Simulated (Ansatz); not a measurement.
The parent structure is CdTe in the zinc blende structure (space group F-43m, No. 216; a = 6.6186 Å).

Calculations: PBE in Ansatz (plane waves to 420 eV, PAW, scalar-relativistic without spin-orbit coupling), earlier PAW set.

Perturbation: Se takes the place of Te on all its sites; the structure is relaxed again.

Measured lattice parameter a: CdTe 6.48 Å (room temperature; as listed in M J Lucero, T M Henderson, G E Scuseria, Journal of Physics Condensed Matter (2012)); CdSe 6.077 Å (room temperature; as listed in arXiv:1206.3780).

How well does PBE reproduce the measured shift?

With PBE the lattice parameter a moves by -0.423 Å (6.619 → 6.196) against -0.403 Å measured.

No phonon test of stability was made.

Ansatz is a quantum-chemistry and plane-wave program.
